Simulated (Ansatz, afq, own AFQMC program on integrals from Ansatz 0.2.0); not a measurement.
Where AFQMC and coupled cluster stand for Al2H4, singlet

```xyz
6

Al    0.0000    0.0000    1.3086
Al    0.0000    0.0000   -1.3086
H     0.0000    1.3533    2.1524
H     0.0000   -1.3533    2.1524
H     0.6767   -1.1720   -2.1524
H    -0.6767    1.1720   -2.1524
```

Connectivity, by distances: AlH2–AlH2.

Basis 6-31G. Only valence electrons are correlated. AFQMC by an in-house program on the Cholesky factors that Ansatz 0.2.0 writes for its CCSD(T) run. ph-AFQMC/CISD is guided by a CISD state made of CCSD amplitudes; releasing the constraint for a short imaginary time cuts its bias at the price of noise, slowly where states lie close. Error bars are statistical, one sigma.

Determinant: RHF, the one that the program's search chose, which needn't be the lowest solution. The geometry is a point of a scan.

No full CI on the walks' own integrals is used here; CCSDT(Q) serves as the reference and is uncertain by about the last step of the cluster series.

* T1 diagnostic: 0.0113
* weight of the determinant in the CISD state: 0.916
* size of the correlated space: 10 electrons in 24 orbitals

Reference: CCSDT(Q), correlation energy -2.796 eV. The released energy is read at 2.40 1/Eh (meV from the phaseless value at times in 1/Eh: 1 ± 4 at 0.24, -2 ± 3 at 0.51, 1 ± 3 at 0.99, -7 ± 3 at 1.62, -1 ± 4 at 2.40).

```json
{"level": "HF", "E − E(reference) (kJ/mol)": "269.7", "share of correlation (%)": "0.00"}
{"level": "MP2", "E − E(reference) (kJ/mol)": "81.4", "share of correlation (%)": "69.80"}
{"level": "CCSD", "E − E(reference) (kJ/mol)": "5.8", "share of correlation (%)": "97.84"}
{"level": "CCSD(T)", "E − E(reference) (kJ/mol)": "1.9", "share of correlation (%)": "99.31"}
{"level": "CCSDT", "E − E(reference) (kJ/mol)": "0.2", "share of correlation (%)": "99.94"}
{"level": "ph-AFQMC/CISD", "E − E(reference) (kJ/mol)": "0.1 ± 0.4", "share of correlation (%)": "99.95"}
{"level": "released AFQMC", "E − E(reference) (kJ/mol)": "0.0 ± 0.4", "share of correlation (%)": "99.98"}
```

A walk keeps the symmetry of its determinant, which the program's search chose and which needn't be the lowest solution, so a lower state of the same spin and another symmetry isn't excluded. Released energies are given only where the last usable release times agree within the noise; a slower fall can still hide under it.
